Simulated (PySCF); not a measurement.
Run record: geometry optimisation, `Cn1ncnc1`.

Computed with PBE0-D3(BJ)/def2-SVP geometry optimisation, gas phase (PySCF 2.14.0). Start geometry: GFN2-xTB. The command runs a driver script over a list of jobs; the input below is this job's line of settings and its coordinates in Å.

Command:
```bash
OMP_NUM_THREADS=1 python probes_run.py task.json out
```

Input:
```
{"job": {"xc": "PBE0", "basis": "def2-SVP", "d3": "d3bj", "grid": 1, "kind": "geom"}, "charge": 0, "multiplicity": 1}
C     -1.606675    -0.234739    -0.042517
N     -0.185052    -0.056540    -0.020590
C      0.536501     1.073841     0.074950
N      1.818062     0.793962     0.085595
C      1.841268    -0.549431    -0.005890
N      0.651602    -1.098406    -0.070965
H     -1.992780    -0.368262     0.970961
H     -2.079415     0.635054    -0.496422
H     -1.833308    -1.126755    -0.624232
H      0.109018     2.053934     0.129414
H      2.746202    -1.119987    -0.026268
```

Give the output.

```
step   0  E = -281.04604521  max force = 0.013160
step   1  E = -281.04733077  max force = 0.003216
step   2  E = -281.04735257  max force = 0.002589
step   3  E = -281.04738684  max force = 0.001158
step   4  E = -281.04742250  max force = 0.000983
step   5  E = -281.04755305  max force = 0.005367
step   6  E = -281.04763157  max force = 0.005275
step   7  E = -281.04770083  max force = 0.002237
step   8  E = -281.04771756  max force = 0.001158
step   9  E = -281.04773205  max force = 0.000729
step  10  E = -281.04773431  max force = 0.000484
step  11  E = -281.04773505  max force = 0.000244
optimisation converged
```

Energies in Eh; «max force» is the largest Cartesian gradient component in Eh/bohr.

How much energy does the optimisation release, in kcal/mol?

E(step 0) − E(last step) = 0.001690 Eh, which is 1.1 kcal/mol.

Give the first gradient maximum in eV/Å.

With 1 Eh/bohr = 51.422 eV/Å, 0.677 eV/Å.

Summary of the converged run: final energy -281.04774 Eh after 11 steps; dipole 3.36 D.

Give the final coordinates.

0.240 Å rms from the input after alignment:
```
atom  x, y, z in Å
C1    -1.6799   -0.2886   -0.0011
N2    -0.2565   -0.0870    0.0410
C3     0.4446    1.0650   -0.0032
N4     1.7341    0.8129    0.0562
C5     1.7664   -0.5375    0.1389
N6     0.5823   -1.1225    0.1320
H7    -2.0162   -0.8044    0.9092
H8    -2.1772    0.6872   -0.0697
H9    -1.9510   -0.8967   -0.8756
H10   -0.0278    2.0446   -0.0783
H11    2.6890   -1.1138    0.2047
```

How long does this job take on an Intel Xeon 6975P-C with one thread, no GPU, shared host? And the peak memory of the process?

About 37 s, with 0.46 GiB resident at the peak, the Python interpreter and its libraries included.
Labels such as C1 count atoms from 1, the log's own numbers from 0.
